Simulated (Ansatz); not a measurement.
The same path of BH5N2 (8 atoms, charge 0, multiplicity 1) was run twice with different band settings. Lost on the way: B1–N2, B1–H5. Made: N2–H5.

Computed with RKS LDA/def2-SVP (Ansatz).

Relaxed end points:

```xyz
8
Properties=species:S:1:pos:R:3
B 0.293 0.145 0.022
N 0.591 -0.109 1.373
H -0.091 -0.426 2.064
H 1.531 0.013 1.747
H 1.200 0.522 -0.710
N -0.990 -0.010 -0.536
H -1.812 -0.318 -0.013
H -1.174 0.183 -1.519
```

```xyz
8
Properties=species:S:1:pos:R:3
B -0.655 0.972 -1.801
N 0.643 -0.109 1.327
H 0.230 0.199 2.219
H 1.150 -0.988 1.504
H 1.342 0.598 1.053
N -0.984 0.028 -0.888
H -0.392 -0.093 0.016
H -1.786 -0.607 -1.002
```

Common settings: movable images 7; climbing image yes; optimiser quadratic models (default); start path through a guess of the saddle point; force threshold 0.03 eV/Å; iteration limit 60; end points relaxed.

| run | spring |
| --- | --- |
| 1 | 5.0 eV/Å² |
| 2 | 0.1 eV/Å² |

(1) What does each run give, and how far can it be trusted?

Results:

(1) Run 1: converged after 39 iterations, highest image 4.424 eV above the first end. Neighbouring images differ by up to 2.7 eV, so the band resolves the path poorly. A vibrational analysis at the climbing image gives one clearly imaginary mode, 278i cm⁻¹: a first-order saddle point.
Run 2: converged after 41 iterations, highest image 4.424 eV above the first end. The profile has 2 maxima (images 3, 7) with wells between them (image 4): this band takes more than one step, which may be the mechanism or a detour left from its start path. Neighbouring images differ by up to 2.8 eV, so the band resolves the path poorly. Another band between the same ends (7 images) ends at a top of the same energy, where a vibrational analysis finds 1 clearly imaginary mode.
The orbitals stay closed-shell, which can raise the energy where a bond breaks towards radicals; this wasn't checked here.
